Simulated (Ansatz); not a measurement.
**Relaxing Cd2As**

These are results of Ansatz, DFT PBE, scalar-relativistic, plane waves, PAW, not measurements. Cutoff 420 eV, Γ-centred k mesh, Gaussian smearing, no spin polarisation in the final step.

Cd2As was placed on the cubic Laves (C15) structure type (Fd-3m, No. 227), with As in place of Mg, Cd in place of Cu, at a guessed volume.

```
Cd As
1.0
     0.00000    4.10384    4.10384
     4.10384    0.00000    4.10384
     4.10384    4.10384    0.00000
Cd As
4 2
Direct
  0.62500 0.62500 0.62500
  0.12500 0.62500 0.62500
  0.62500 0.62500 0.12500
  0.62500 0.12500 0.62500
  0.00000 0.00000 0.00000
  0.25000 0.25000 0.25000
```

Cell and atoms relax at zero pressure; the relaxation can't lower the symmetry of the start.

Formation energies are uncorrected and refer to the elements' standard structures at the same level.

**Question.** Describe the relaxed structure.

**Answer.** It keeps Fd-3m (No. 227). The result has the cubic Laves (C15) structure. Conventional cell: a = 8.148 Å. Cd has 6 Cd at 2.88 Å and 6 As at 3.38 Å; As is coordinated by 12 Cd at 3.38 Å and 4 As at 3.53 Å.

```cif
data_structure
_symmetry_space_group_name_H-M 'Fd-3m:1'
_symmetry_Int_Tables_number 227
_cell_length_a 8.1476
_cell_length_b 8.1476
_cell_length_c 8.1476
_cell_angle_alpha 90.000
_cell_angle_beta 90.000
_cell_angle_gamma 90.000
_cell_volume 540.86
loop_
_atom_site_label
_atom_site_type_symbol
_atom_site_symmetry_multiplicity
_atom_site_Wyckoff_symbol
_atom_site_fract_x
_atom_site_fract_y
_atom_site_fract_z
_atom_site_occupancy
Cd1 Cd 16 d 0.12500 0.62500 0.12500 1
As1 As 8 a 0.50000 0.00000 0.50000 1
```

**Question.** What are its volume, energy, density and gap?

**Answer.** The volume per atom is 22.54 Å³ and the density is 7.36 g/cm³. The energy over the elements is 0.34 eV/atom and the gap on the 8×8×8 mesh is 0 eV (a metal).

The final run used a 8×8×8 mesh on its 6-atom cell and 0.10 eV smearing. The k mesh leaves about 4 meV/atom of noise in metals. Symmetry constrained the relaxation, so the result can be a saddle point. The steps took about 120 core-seconds in all.

Cost: 2 runs of about 2 core-minutes in all, on Intel Xeon Processor @ 2.50GHz (Skylake/Cascade Lake) (shared hosts).